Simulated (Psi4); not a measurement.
Psi4 input (wB97X-D/6-31G*):

```
memory 1500 MB

molecule {
1 1
C    -0.02532157    0.79659948    0.00616620
O    -0.00968659   -0.72153609    0.05677689
H    -1.07603513    1.05857315    0.06196596
H     0.88071834   -1.11904627    0.10703011
H     0.51569145    1.10272426    0.89461166
H     0.44963847    1.10891103   -0.91835118
H    -0.54059096   -1.15847037   -0.63646886
symmetry c1
no_reorient
no_com
}

set {
  basis 6-31G*
  reference rks
  scf_type pk
  dft_radial_points 99
  dft_spherical_points 590
  e_convergence 1e-8
  d_convergence 1e-7
  maxiter 150
}

e = energy('wb97x-d')
print_out(f'\nFINAL {e:.10f} DIPOLE {variable("CURRENT DIPOLE")[0]:.6f} {variable("CURRENT DIPOLE")[1]:.6f} {variable("CURRENT DIPOLE")[2]:.6f}\n')
```

From the last part of the output:

```

  ==> Post-Iterations <==

   Electrons on quadrature grid:
      Ntotal   =   18.0000001640 ; deviation = 1.640e-07

    Orbital Energies [Eh]
    ---------------------

    Doubly Occupied:

       1A    -19.661390     2A    -10.604420     3A     -1.498243
       4A     -1.078382     5A     -0.990154     6A     -0.870225
       7A     -0.813916     8A     -0.745004     9A     -0.709368

    Virtual:

      10A     -0.142006    11A     -0.043174    12A     -0.039625
      13A      0.009174    14A      0.038815    15A      0.041332
      16A      0.362955    17A      0.383689    18A      0.408462
      19A      0.602471    20A      0.614148    21A      0.684777
      22A      0.722701    23A      0.744636    24A      0.766068
      25A      0.851007    26A      0.867898    27A      0.888877
      28A      1.235458    29A      1.312594    30A      1.338590
      31A      1.705604    32A      1.828719    33A      1.840586
      34A      2.058740    35A      2.078727    36A      2.083085
      37A      2.313659    38A      2.513675    39A      3.511233
      40A      4.067152

    Final Occupation by Irrep:
              A
    DOCC [     9 ]
    NA   [     9 ]
    NB   [     9 ]

  @RKS Final Energy:  -115.98036333215452

   => Energetics <=

    Nuclear Repulsion Energy =             45.6787931954570325
    One-Electron Energy =                -242.1247325892639140
    Two-Electron Energy =                  91.1686019749687802
    DFT Exchange-Correlation Energy =     -10.7016701613792566
    Empirical Dispersion Energy =          -0.0013557519371576
    VV10 Nonlocal Energy =                  0.0000000000000000
    Total Energy =                       -115.9803633321545249

Computation Completed

Properties will be evaluated at   0.000000,   0.000000,   0.000000 [a0]

Properties computed using the SCF density matrix

 Multipole Moments:

 ------------------------------------------------------------------------------------
     Multipole            Electronic (a.u.)      Nuclear  (a.u.)        Total (a.u.)
 ------------------------------------------------------------------------------------

 L = 1.  Multiply by 2.5417464519 to convert [e a0] to [Debye]
 Dipole X            :          0.2667970            0.0000001            0.2667970
 Dipole Y            :         -0.5533022           -0.0000001           -0.5533022
 Dipole Z            :         -0.4806835            0.0000000           -0.4806834
 Magnitude           :                                                    0.7799876

 ------------------------------------------------------------------------------------

FINAL -115.9803633322 DIPOLE 0.266797 -0.553302 -0.480683

*** Psi4 exiting successfully. Buy a developer a beer!
```

The dipole moment of an ion depends on the origin.
